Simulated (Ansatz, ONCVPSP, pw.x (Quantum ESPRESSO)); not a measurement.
**aluminium (Al): does the ONCV potential hold in the solid?**

Al, optimised norm-conserving Vanderbilt (ONCV), made with ONCVPSP 4.0.1.1 (patched build) (PBEsol, scalar-relativistic). Core [Ne], reference 3s2 3p0.75 (charge +0.25). Waves: 3s: rc 2.20 bohr, ncon 4, nbas 7, qcut 3.6 1/bohr, 3 projectors, debl 2.8 Ha; 3p: rc 2.50 bohr, ncon 5, nbas 8, qcut 3.2 1/bohr, 2 projectors, debl 3.7 Ha; d scattering state at 0.39 Ha: rc 2.70 bohr, ncon 4, nbas 8, qcut 3.1 1/bohr, 2 projectors, debl 2.9 Ha. Local part: polynomial inside 1.75 bohr (lpopt 5, dvloc0 0 Ha). Core correction: Teter function fitted to the true core (icmod 2), fcfact 0.55.

Atomic tests: cutoffs needed: 5.3 Ha and 10 Ha (the cutoffs (Ha) at which the residual kinetic energy of the hardest occupied pseudo-wave falls to 1 and 0.1 mHa per electron) The cutoffs count occupied waves only; projector 2 of the d channel, the hardest unoccupied one, needs 40 Ha at the loose tolerance.; ghost test: no bound ghost flagged; GHOST(+) flagged for s at 245.2 eV; largest excitation error: +17 meV (all-electron minus pseudo) for 3s1 3p0, out of 4 test configurations.

Crystal test: bcc Al in pw.x 7.5, no spin, 14³ k-points, Fermi–Dirac smearing 0.01 Ry, cutoffs 50/200 Ry. The lattice is a test structure that the element need not adopt, and mesh and smearing are coarse.

pw.x input:

```
&control
  calculation='scf', prefix='x', pseudo_dir='./', outdir='./tmp', tstress=.true., disk_io='none'
/
&system
  ibrav=0, nat=1, ntyp=1, ecutwfc=50, ecutrho=200, nbnd=8,
  occupations='smearing', smearing='fd', degauss=0.01
/
&electrons
  conv_thr=1e-09, mixing_beta=0.4, electron_maxstep=70
/
ATOMIC_SPECIES
Al 1.0 Al.UPF
CELL_PARAMETERS angstrom
  -1.60619344 1.60619344 1.60619344
  1.60619344 -1.60619344 1.60619344
  1.60619344 1.60619344 -1.60619344
ATOMIC_POSITIONS crystal
Al 0.0000 0.0000 0.0000
K_POINTS automatic
14 14 14 0 0 0
```

```bash
pw.x < Al.scf.in > Al.scf.out
```

How does the run end?

It converges; the pressure is -0.18 GPa against 0.16 GPa from all-electron LAPW.  The log shows:

```
     lattice parameter (alat)  =       5.2572  a.u.
     unit-cell volume          =     111.8536 (a.u.)^3
     number of electrons       =         3.00
     number of Kohn-Sham states=            8
     kinetic-energy cutoff     =      50.0000  Ry
     charge density cutoff     =     200.0000  Ry
     scf convergence threshold =      1.0E-09
     Exchange-correlation= PBESOL
     number of k points=   104  Fermi-Dirac smearing, width (Ry)=  0.0100
     iteration #  1     ecut=    50.00 Ry     beta= 0.40
     total energy              =      -5.74780838 Ry
     estimated scf accuracy    <       0.00813257 Ry
     iteration #  2     ecut=    50.00 Ry     beta= 0.40
     total energy              =      -5.74669564 Ry
     estimated scf accuracy    <       0.00258947 Ry
     iteration #  3     ecut=    50.00 Ry     beta= 0.40
     total energy              =      -5.74679699 Ry
     estimated scf accuracy    <       0.00000129 Ry
     iteration #  4     ecut=    50.00 Ry     beta= 0.40
     c_bands:  1 eigenvalues not converged
     total energy              =      -5.74680010 Ry
     estimated scf accuracy    <       0.00000015 Ry
     iteration #  5     ecut=    50.00 Ry     beta= 0.40
     total energy              =      -5.74680009 Ry
     estimated scf accuracy    <       0.00000006 Ry
     iteration #  6     ecut=    50.00 Ry     beta= 0.40
     the Fermi energy is     7.8072 ev
!    total energy              =      -5.74680010 Ry
     estimated scf accuracy    <          2.9E-10 Ry
     smearing contrib. (-TS)   =      -0.00173272 Ry
     The total energy is F=E-TS. E is the sum of the following terms:
     one-electron contribution =       2.93237368 Ry
     hartree contribution      =       0.00486412 Ry
     xc contribution           =      -3.28687947 Ry
     ewald contribution        =      -5.39542571 Ry
     convergence has been achieved in   6 iterations
          total   stress  (Ry/bohr**3)                   (kbar)     P=       -1.85
     Message from routine punch:
     Nothing written, as per user request (disk_io='none')
```
